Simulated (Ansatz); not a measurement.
C3H5NS can be A, `C1=NCCS1`, or B, `C=NC(C)=S`.

Calculated with Ansatz (gas phase, PBE0-D4/def2-TZVP geometries, no zero-point term in ΔE). CBS: MP2 limit from def2 TZ/QZ plus the TZ coupled-cluster correction, frozen cores. Functionals use def2-TZVPP. B3LYP here is the variant with VWN-RPA as its local correlation; programs differ in this.

Q: Which isomer does CCSD(T)/CBS put lower? Give the gap. (An estimate is asked.)

A: Computed: A, by 66.8 kJ/mol.

Q: Give E(B) − E(A) in kJ/mol with r2SCAN-D4, B3LYP, PBE-D4, MP2/def2-TZVPP, B2PLYP, PBE0-D4, HF/def2-TZVPP. (Estimate.)

A: Ansatz gave: r2SCAN-D4 64.2, B3LYP 47.3, PBE-D4 64.4, MP2/def2-TZVPP 71.0, B2PLYP 55.0, PBE0-D4 74.9, HF/def2-TZVPP 50.1. None reverses the order clearly.

Largest T1 diagnostic: 0.017.

In def2-TZVPP, CCSD(T) changes the Hartree–Fock value by +14.8 kJ/mol (the triples alone add −1.1 kJ/mol) and MP2 by +21.0 kJ/mol. From PBE to PBE0 (25 % exact exchange), in def2-TZVPP and without D4, E(B) − E(A) moves by +11.1 kJ/mol.
